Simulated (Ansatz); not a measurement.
**Structure relaxation of PtF₃**

Level of theory: Ansatz, DFT PBE, scalar-relativistic, plane waves, PAW. Cutoff 420 eV, Γ-centred k mesh, Gaussian smearing, collinear spin, first started from parallel moments.

The start puts PtF₃ on the Cu3Au (L1_2) structure type (Pm-3m, No. 221), with Pt in place of Au, F in place of Cu, at a guessed volume.

```yaml
crystal:
  lattice:
    - [3.58241, 0.00000, 0.00000]
    - [0.00000, 3.58241, 0.00000]
    - [0.00000, 0.00000, 3.58241]
  atoms:
    - { symbol: Pt, position: [0.00000, 0.00000, 0.00000] }
    - { symbol: F, position: [0.00000, 0.50000, 0.50000] }
    - { symbol: F, position: [0.50000, 0.00000, 0.50000] }
    - { symbol: F, position: [0.50000, 0.50000, 0.00000] }
```

Cell and atoms relax at zero pressure; the relaxation can't lower the symmetry of the start. After a coarse first stage the cell is made exact in the group found at 0.06 Å.

Formation energies are uncorrected and refer to the elements' standard structures at the same level (F₂ as a molecule).

(1) Describe the relaxed structure.

(2) What are its volume, energy, gap and moment?

Answers

(1) It keeps Pm-3m (No. 221). The result has the Cu3Au (L1_2) structure. Conventional cell: a = 3.507 Å. Around Pt lie 12 F at 2.48 Å; F has 4 Pt at 2.48 Å and 8 F at 2.48 Å.

```cif
data_structure
_symmetry_space_group_name_H-M 'Pm-3m'
_symmetry_Int_Tables_number 221
_cell_length_a 3.5070
_cell_length_b 3.5070
_cell_length_c 3.5070
_cell_angle_alpha 90.000
_cell_angle_beta 90.000
_cell_angle_gamma 90.000
_cell_volume 43.13
loop_
_atom_site_label
_atom_site_type_symbol
_atom_site_symmetry_multiplicity
_atom_site_Wyckoff_symbol
_atom_site_fract_x
_atom_site_fract_y
_atom_site_fract_z
_atom_site_occupancy
Pt1 Pt 1 a 0.00000 0.00000 0.00000 1
F1 F 3 c 0.00000 0.50000 0.50000 1
```

(2) The volume per atom is 10.78 Å³, the density is 9.70 g/cm³ and the energy over the elements is -0.07 eV/atom. The gap on the 14×14×14 mesh is 0 eV (a metal) and the net moment per atom is 0.74 μB. The largest site moment is 1.74 μB.

The final run used a 14×14×14 mesh on its 4-atom cell and 0.10 eV smearing. The k mesh leaves about 4 meV/atom of noise in metals. Spin–orbit coupling is left out. A structure relaxed within its symmetry needn't be a true minimum. The steps took about 80 core-seconds in all.

Cost: 3 runs of about 1.3 core-minutes in all, on Arm Neoverse V1 (shared hosts).